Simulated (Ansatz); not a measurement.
Input (CCSDT(Q)/aug-cc-pVDZ; Ansatz, a quantum-chemistry and plane-wave program):

Ansatz 0.2 input:
```yaml
crystal:
  periodic: [false, false, false]
  atoms:
    - {symbol: C, position_ang: [0.00001975, 0.26481300, -0.00000000]}
    - {symbol: H, position_ang: [1.05341167, 0.51682744, -0.00000000]}
    - {symbol: H, position_ang: [-0.52664801, 0.51694528, 0.91224788]}
    - {symbol: H, position_ang: [-0.52664801, 0.51694528, -0.91224788]}
    - {symbol: H, position_ang: [-0.00008336, -1.11777101, 0.00000000]}
    - {symbol: H, position_ang: [-0.00015079, -2.02182498, 0.00000000]}
basis:
  gaussian:
    orbitals: aug-cc-pVDZ
magnetization: {spin_polarized: true, initial_magnetization: 1}
correlation: {method: ccsdt_q, electrons: outside_noble_gas}
```

Output:

```
Functional definition: HF
integrals: 0.09 GiB planned
1049 factors; integrals over basis functions are off by at most 2.3e-7 eV
mean field: 0.14 GiB planned
mean field evaluation 1: about -1104.8360 eV, gradient 1.6e1 eV
mean field evaluation 2: about -1104.8362 eV, gradient 1.6e1 eV
mean field evaluation 4: about -1106.4033 eV, gradient 1.9e0 eV
mean field evaluation 8: about -1106.4569 eV, gradient 3.8e-4 eV
mean field evaluation 16: about -1106.4562 eV, gradient 1.5e-1 eV
mean field -1106.45692237 eV, -40.6615419137 hartree, gradient 1.2e-6 eV, S^2 0.787949; 0 other end points of the search recorded, 0 dependent functions left out
1 core orbitals not correlated
reference -1106.45692237 eV, -40.6615419137 hartree; 5, 4 occupied and 62, 63 virtual orbitals, 1049 factors
second order -4.73337460 eV of doubles, -0.00000000 eV of singles
coupled cluster: 1.14 GiB planned
cycle   1  -5.30983276 eV  change   -5.8e-1 eV  update   6.3e-2
cycle   2  -5.65701546 eV  change   -3.5e-1 eV  update   2.7e-2
cycle   3  -5.72872048 eV  change   -7.2e-2 eV  update   1.2e-2
cycle   4  -5.71984411 eV  change    8.9e-3 eV  update   4.7e-3
cycle   5  -5.72198340 eV  change   -2.1e-3 eV  update   1.5e-3
cycle   6  -5.72252993 eV  change   -5.5e-4 eV  update   7.2e-4
cycle   7  -5.72231309 eV  change    2.2e-4 eV  update   2.7e-4
cycle   8  -5.72249054 eV  change   -1.8e-4 eV  update   1.2e-4
cycle   9  -5.72248267 eV  change    7.9e-6 eV  update   4.5e-5
cycle  10  -5.72242059 eV  change    6.2e-5 eV  update   1.9e-5
cycle  11  -5.72243461 eV  change   -1.4e-5 eV  update   7.6e-6
cycle  12  -5.72243612 eV  change   -1.5e-6 eV  update   2.9e-6
cycle  13  -5.72243946 eV  change   -3.3e-6 eV  update   1.2e-6
cycle  14  -5.72244026 eV  change   -8.0e-7 eV  update   5.0e-7
perturbative correction -0.00520756 eV, -0.0001913742 hartree
Total energy: -1112.18457018 eV, -40.8720290885 hartree
```

The determinant is spin-contaminated: <S^2> is 0.79, 0.04 over the pure value.
